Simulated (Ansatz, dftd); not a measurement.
Barrier from HO (SMILES [OH], doublet) + CH4 (methane, SMILES C) to the saddle point below; all geometries are those of the HTBH38 set.
```
C
H 1 1.0845
H 1 1.0848 2 113.00
H 1 1.0848 2 113.27 3 -129.84
H 1 1.2274 2 105.27 3 116.87
O 5 1.2845 1 173.69 2 -107.17
H 6 0.9664 5 97.71 1 2.06
```
Charge 0, spin multiplicity 2.

Wanted: barrier height (electronic, no zero-point energy), in kcal/mol. Open shells are spin-unrestricted; no spin-orbit coupling. Correlated methods leave the cores frozen. Rows without X2C or -DK are non-relativistic. CBS(X,Y): correlation extrapolated as X^-3, Hartree-Fock from the larger set. A bracket is a step between two methods taken in the basis named. Functionals run without relativity, which enters their misses. Double hybrids freeze cores in their MP2 part. 'core' is core correlation in cc-pwCVTZ, 'X2C' scalar relativity in cc-pVTZ-DK, both at CCSD(T). The UHF reference of CH5O (saddle point or complex, doublet) is spin-contaminated (<S^2> up to 0.04 over the pure value in the sets run).

Published benchmark value: 6.7 kcal/mol (Zhao et al., J. Phys. Chem. A 109, 2012 (2005), HTBH38), a best estimate, not a measurement.

```
level                                                                                        program  barrier height (kcal/mol)  difference against that value
------------------------------------------------------------------------------------  --------------  -------------------------  -----------------------------
HF/aug-cc-pVDZ                                                                                Ansatz                       25.8                           19.1
B3LYP/def2-TZVPD                                                                              Ansatz                        2.4                           -4.3
PBE0/def2-TZVPD                                                                               Ansatz                        2.2                           -4.5
r2SCANh/def2-TZVPD                                                                            Ansatz                        1.6                           -5.1
B2PLYP-D3(BJ)/def2-TZVPD                                                              Ansatz + dftd3                        4.2                           -2.5
CCSD(T)/aug-cc-pVTZ                                                                           Ansatz                        6.4                           -0.3
CCSD(T)/CBS(aug-cc-pVTZ,aug-cc-pVQZ)                                                          Ansatz                        6.1                           -0.6
CCSDT(Q)/aug-cc-pVDZ                                                                          Ansatz                        6.1                           -0.6
CCSD(T)/CBS(aug-cc-pVTZ,aug-cc-pVQZ) + [CCSDT(Q) - CCSD(T)]/aug-cc-pVDZ + core + X2C          Ansatz                        5.8                           -0.9
```

Ansatz is a program for electronic structure.
